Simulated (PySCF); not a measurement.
Species: C₃H₄NO (doublet state).
Cartesian coordinates in Å at the GFN2-xTB level; atoms count from 1:
```
atom  x, y, z in Å
C1    -1.7453    0.5918    0.5136
C2    -0.6466   -0.0529    0.3555
C3     0.4985   -0.6927   -0.1478
N4     1.6954   -0.1647    0.2813
O5     0.4430   -1.6777   -0.8759
H6    -2.1350    1.2978   -0.2152
H7    -2.3611    0.4830    1.3982
H8     1.7334    0.7433    0.7086
H9     2.5312   -0.5218   -0.1502
```

The hyperfine couplings belong to this conformer and change with its torsions.

As a line formula: `C=[C]C(N)=O` [radical].

Method used: PySCF, UKS B3LYP, pcH-1 on C H N O, non-relativistic, mean-field spin-orbit, GIAO. One conformer (not necessarily the lowest) at the GFN2-xTB geometry, without solvent, vibrations or thermal averaging. The geometry wasn't refined by DFT: couplings that depend on bond lengths, twists or pyramidal angles can differ widely from those at the functional's own minimum. The frame is twisted about the C3–N4 bond at this geometry (dihedral O5–C3–N4–H9 = 10°); couplings at other torsion angles weren't computed. No stability test was run, so a lower SCF solution isn't excluded.

Problem. Predict the first-order ENDOR lines of C2, C1, C3, H6, H7, H9 and H8 under fast tumbling at B = 347.5 mT (X band).

Solution. For S = 1/2 in fast tumbling each set of equivalent nuclei gives two lines, ν± = |νn ± a/2| to first order, with νn = g_N μN B/h and μN/h = 7.62259 MHz/T.

```
nuclei  isotope     g_N  νn (MHz)  a_iso (MHz)  lower line (MHz)  upper line (MHz)
    C2      13C  1.4048      3.72        89.97             41.26             48.71
    C1      13C  1.4048      3.72       -52.29             22.42             29.86
    C3      13C  1.4048      3.72       -34.62             13.59             21.03
    H6       1H  5.5857     14.80       176.41             73.41            103.00
    H7       1H  5.5857     14.80       158.96             64.68             94.27
    H9       1H  5.5857     14.80        -4.77             12.41             17.18
    H8       1H  5.5857     14.80        -4.09             12.75             16.84
```

The rows for 13C, of low natural abundance, apply to labelled samples.

Problem. Which pairs are centred on the nuclear Larmor frequency, and which on half the coupling?

Solution. Centred on νn, since |a| < 2νn: H9 and H8. Centred on |a|/2 and split by 2νn: C2, C1, C3, H6 and H7.

Problem. At what field would the lower line of H7 fall to zero frequency?

Solution. Where νn = |a|/2, that is B = 79.48 MHz/(5.5857 × 7.62259 MHz/T) = 1870 mT, as far as first order holds there.

H8 and H9 aren't averaged: N4 is flat or nearly so (angle sum 356°), and its turn about the short N4–C3 bond (1.38 Å) is taken as slow.

The largest Mulliken spin populations are on C2 (+0.87), O5 (+0.18), C1 (-0.16) and H6 (+0.08). The positive populations add up to 1.24 and the negative ones to -0.24, together 2S = 1.
